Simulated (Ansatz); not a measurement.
Basis-set series for `C1=C[C@H]2C[C@@H]12`. Charge 0, multiplicity 1. The geometry is a stationary point of PBE0-D4/def2-TZVP.

```json
{"functional": "PBE0-D4", "basis": "def2-SVP", "functions": "100", "energy (Eh)": "-193.66415", "HOMO (eV)": "-6.38", "LUMO (eV)": "0.10"}
{"functional": "PBE0-D4", "basis": "def2-TZVPP", "functions": "239", "energy (Eh)": "-193.86965", "HOMO (eV)": "-6.39", "LUMO (eV)": "-0.04"}
{"functional": "ωB97M-V", "basis": "def2-SVP", "functions": "100", "energy (Eh)": "-193.79396", "HOMO (eV)": "-8.63", "LUMO (eV)": "2.34"}
{"functional": "ωB97M-V", "basis": "def2-TZVPP", "functions": "239", "energy (Eh)": "-194.00969", "HOMO (eV)": "-8.63", "LUMO (eV)": "2.09"}
```

Give the rows for def2-QZVPP. (An estimate is asked.)

The calculation gave: 
```json
{"functional": "PBE0-D4", "basis": "def2-QZVPP", "functions": "465", "energy (Eh)": "-193.88016", "HOMO (eV)": "-6.40", "LUMO (eV)": "-0.09"}
{"functional": "ωB97M-V", "basis": "def2-QZVPP", "functions": "465", "energy (Eh)": "-194.01950", "HOMO (eV)": "-8.64", "LUMO (eV)": "1.97"}
```

Positive LUMOs are unbound and depend on the basis.

Results of the Gaussian-basis code of Ansatz.
